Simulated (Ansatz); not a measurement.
Ideal-gas functions of C$_{3}$H$_{4}$O, SMILES `CC1=CO1` at 400 K and 1 bar, from an Ansatz frequency run at PBE0-D4/def2-TZVP.

Molar mass 56.06 g/mol, point group C1 (symmetry number 1), electronic degeneracy 1, moments of inertia 28.084, 64.982, 88.47 u Å². Harmonic wavenumbers (cm⁻¹, unscaled): 71, 294, 388, 399, 634, 817, 883, 1009, 1049, 1378, 1395, 1458, 1481, 1713, 3062, 3134, 3172, 3192.

Use S(trans) = R[1.5 ln M + 2.5 ln T − 1.1517]; rotational temperatures θ = 24.2544 K / I; S(rot) = R[ln(√π/σ · √(T³/θAθBθC)) + 1.5]; for each mode x = 1.438777 ν̃/T, S = R[x/(eˣ − 1) − ln(1 − e⁻ˣ)] and H = RT x/(eˣ − 1); 1 cm⁻¹ = 0.0119627 kJ/mol; R = 8.31446 J/(mol·K).

Question: By hand: the entropy, in J/(mol·K).

Answer: Translation 165.2. Rotation: θ = 0.8636, 0.3732, 0.2742 K, giving 102.0. Vibration, mode by mode: 19.69, 8.23, 6.19, 5.99, 3.06, 1.82, 1.51, 1.05, 0.93, 0.35, 0.33, 0.28, 0.26, 0.13, 0.00, 0.00, 0.00, 0.00, in all 49.8. Electronic 0.0. Sum 317.0 J/(mol·K).

Question: By hand: H − E and G − E in kJ/mol, counted from the electronic energy.

Answer: Zero-point energy ½ × 25529 × 0.0119627 = 152.7; thermal vibration 10.8; translation, rotation and pV give 4 RT = 13.3. H − E = 176.8 kJ/mol, and G − E = 176.8 − 400 × 317.0/1000 = 50.0 kJ/mol.

Vibration gives 16 % of the entropy, 19.7 J/(mol·K) of it from the mode under 150 cm⁻¹: soft modes count most, and the harmonic formula is weakest for them. The sum counts one conformer and one mirror image; others add a mixing term.
